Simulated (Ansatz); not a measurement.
`[BH3-][OH2+]`. Total charge 0; spin multiplicity 1.

```xyz
7

B    -0.043   -0.375    0.603
O     0.246    0.265   -0.931
H    -0.591   -1.415    0.341
H     1.071   -0.467    1.049
H    -0.744    0.458    1.133
H     0.663    1.127   -0.828
H    -0.602    0.408   -1.367
```

Problem. List the harmonic frequencies (cm⁻¹, unscaled) at PBE0-D4/def2-TZVP in Ansatz. (Estimate.)

Solution. The calculation gave: 174, 506, 610, 655, 954, 1033, 1171, 1182, 1187, 1633, 2471, 2547, 2579, 3802, 3898.

Problem. Is this a minimum?

Solution. Yes, all 15 modes are real.

Problem. Give the ideal-gas thermochemistry at 298.15 K and 1 bar (rigid rotor, harmonic oscillator; point group Cs, symmetry number 1).

Solution. Zero-point energy 146.0 kJ/mol; H(298) − E = 159.1 kJ/mol; entropy 253.0 J/(mol·K), of which translation 152.0, rotation 83.5, vibration 17.4; G(298) − E = 83.7 kJ/mol.

Problem. And at 400, 500, 600, 800 and 1000 K?

Solution. 
| T (K) | H − E (kJ/mol) | S (J/mol/K) | G − E (kJ/mol) |
| --- | --- | --- | --- |
| 400 | 165.9 | 272.5 | 56.9 |
| 500 | 173.7 | 289.8 | 28.8 |
| 600 | 182.4 | 305.7 | -1.0 |
| 800 | 202.2 | 334.0 | -65.0 |
| 1000 | 224.2 | 358.6 | -134.3 |

Problem. Rotational constants (cm⁻¹)?

Solution. 2.904, 0.6102, 0.5926.
